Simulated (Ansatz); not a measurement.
**How close CCSD(T) comes to the exact answer in a basis**

Each species is computed at the geometry given (Å), with frozen cores, in Ansatz 0.2.0: RHF-CCSD(T) for singlets, UHF-CCSD(T) otherwise, and full CI in the same basis. The program picks the determinant by trial CCSD, so it needn't be the lowest Hartree–Fock solution. States: HAlC Σ⁻ or Δ, HNC Σ⁺ or Δ, [H···H···BH2] A1, HAl–AlH Σg⁻ or Δg. Cases whose determinant has another symmetry than full CI's state, or whose (Q) step broke down, weren't drawn.

Judging by size, spin and bonding, rank them by the size of CCSD(T)'s error in total energy against full CI in the same basis, smallest first (an estimate).
A. HAl–AlH, triplet, 6-31G: Al 0.000 0.000 1.309; Al 0.000 0.000 -1.309; H 0.000 0.000 3.101; H 0.000 0.000 -3.101
B. [H···H···BH₂], doublet, 6-31G: H -1.980 0.000 0.000; H -1.235 0.000 0.000; B 0.173 0.000 0.000; H 0.682 0.000 1.077; H 0.682 0.000 -1.077
C. HAlC, triplet, 6-31G: Al 0.000 0.000 -0.112; C 0.000 0.000 -2.028; H 0.000 0.000 2.141
D. HNC, singlet, 6-31G: N 0.000 0.000 0.055; C 0.000 0.000 -1.108; H 0.000 0.000 1.052

B (10.9 meV), D (28.9 meV), A (53.8 meV), C (151.4 meV).

```
               species  basis  correlated electrons  CCSD(T) − full CI (meV)  CCSDT(Q) − full CI (meV)  unpaired electrons (full CI)     T1  ⟨S²⟩ of the determinant
[H···H···BH2], doublet  6-31G                     7                     10.9                       0.1                          1.02  0.009                     0.77
          HNC, singlet  6-31G                    10                     28.9                      -0.1                          0.08  0.020                     0.00
      HAl–AlH, triplet  6-31G                     8                     53.8                       5.4                          2.14  0.023                     2.06
         HAlC, triplet  6-31G                     8                   151.4*                      -4.6                          2.55  0.089                     2.88
```

Unpaired electrons are Σ n²(2−n)² over natural occupations; an open shell counts its own unpaired electrons too. Frozen cores follow each run's orbitals, which moves totals by a few meV. An asterisk marks runs whose energy the program itself flagged as in doubt.
